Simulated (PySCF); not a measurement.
Static response to an electric field

Species: ClH2Si(SH), ClH3SSi.
Geometry (GFN2-xTB, Å), atoms numbered from 1 in this order:
```
atom  x, y, z in Å
S1     1.5242   -0.4502   -0.5516
Si2   -0.5340   -0.1989    0.0140
Cl3   -1.0358    1.7495   -0.0143
H4     2.0129    0.5596    0.1537
H5    -1.2618   -0.9501   -0.9890
H6    -0.7023   -0.7079    1.3656
```

Level: PBE0/def2-SVPD (PySCF), static field, nuclei fixed, core orbitals frozen in the response. The polarisability tensor in these axes (au):

```
x   67.90 -6.06 -3.36
y   -6.06 62.18  0.52
z   -3.36  0.52 52.79
```

Question: Give the principal values, the mean and the anisotropy Δα = √{½[(α1 − α2)² + (α2 − α3)² + (α1 − α3)²]}.

Answer: Principal values 52.01, 58.62 and 72.24 au; mean 60.96 au = 9.03 Å³ = 10.05 × 10⁻⁴⁰ C²·m²/J; Δα = 17.87 au (29 % of the mean).

Question: What is the dipole moment, and where does it point?

Answer: (-0.36, -0.29, 0.65) D, 0.79 D in size, pointing from the negative to the positive side. Measured along this direction, the outermost atoms are H4 and S1 at the negative end and H6 at the positive end.

Question: How large is μ²/3kT at 500 K beside α?

Answer: In Gaussian units μ²/3kT = 3.05 Å³ against 9.03 Å³, a ratio of 0.34; the Debye molar polarisation (4π/3)N_A(α + μ²/3kT) is 30.5 cm³/mol, leaving out the vibrational part.

Question: Find the Langevin capture rate constant for NO+ (29.998 u) meeting this molecule (97.941 u), k = 2.342 × 10⁻⁹ cm³/s × √(α in Å³ / reduced mass in u).

Answer: The reduced mass is 22.96 u, so k = 1.47 × 10⁻⁹ cm³/s. The formula leaves out the permanent dipole, which adds to the capture rate.

Question: Give the eigenvalues of the traceless quadrupole moment Θ = ½Σq(3rr − r²1), origin at the centre of nuclear charge.

Answer: -4.74, -1.25, 6.00 D·Å. The values depend on the origin, since the dipole doesn't vanish. The electronic extent ⟨r²⟩ about the same centre is 529 bohr², a root-mean-square distance of 1.72 Å for the 50 electrons.

Question: Estimate the molar refractivity from the static electronic polarisability.

Answer: Lorentz–Lorenz: R = (4π/3)N_A α = 2.5225 cm³/(mol·Å³) × 9.03 Å³ = 22.8 cm³/mol, in the limit of long wavelengths.

Question: What depolarisation ratio follows for Rayleigh scattering of linearly polarised light, taking the static tensor?

Answer: ρ = 3Δα²/(45ᾱ² + 4Δα²) = 958.1/(167205 + 1277.4) = 0.00569.

One conformer (not necessarily the lowest) at the GFN2-xTB geometry, without solvent, vibrations or thermal averaging.
